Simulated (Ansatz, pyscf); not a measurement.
H₃C–Al (SMILES [CH3][Al]) [singlet] + HF (SMILES F) → H₃C–AlH–F (SMILES [CH3][AlH][F]), an insertion on the singlet surface: F–H broken, Al–F, Al–H formed. Single points on ωB97X-D3(BJ)/def2-SVP structures (PySCF, gas phase). Wave-function energies: Ansatz (a quantum-chemistry and plane-wave program), frozen core, RHF or UHF references. In kJ/mol, from the separated reactants.

| level | barrier | reaction energy |
|---|---|---|
| PBE0-D3(BJ)/def2-TZVP | 25.43 | -299.14 |
| M06-2X/def2-TZVP | 42.91 | -297.69 |
| CCSD(T)/cc-pV(D+d)Z | 52.34 | -281.01 |
| CCSDT(Q)/cc-pV(D+d)Z | 50.17 | -280.95 |
| CCSD(T)/cc-pV(T+d)Z | 49.30 | -292.13 |
| CCSD(T)/cc-pV(Q+d)Z | 45.52 | -300.34 |

In cc-pV(D+d)Z, going from CCSD(T) to CCSDT(Q) shifts the barrier by -2.17 and the reaction energy by +0.05 kJ/mol. With HF in the quadruple-zeta basis and the correlation energy extrapolated as X⁻³ from X = 3, 4, CCSD(T) gives 43.87 and -303.07; adding the double-zeta shift gives ΔE‡ = 41.70 and ΔE = -303.02 kJ/mol, without core correlation, relativity or geometry relaxation at these levels. On the reactant side the descent ends in a complex, 17.93 kJ/mol under the separated species and 55.14 kJ/mol under the saddle at ωB97X-D3(BJ)/def2-TZVP. At ωB97X-D3(BJ)/def2-TZVP the barrier from the zero used here is 37.21 kJ/mol. This saddle turned up in a search for another step; its sides and bond changes are read from the two ends of the descent. One saddle was located; it need not be the lowest between these sides.
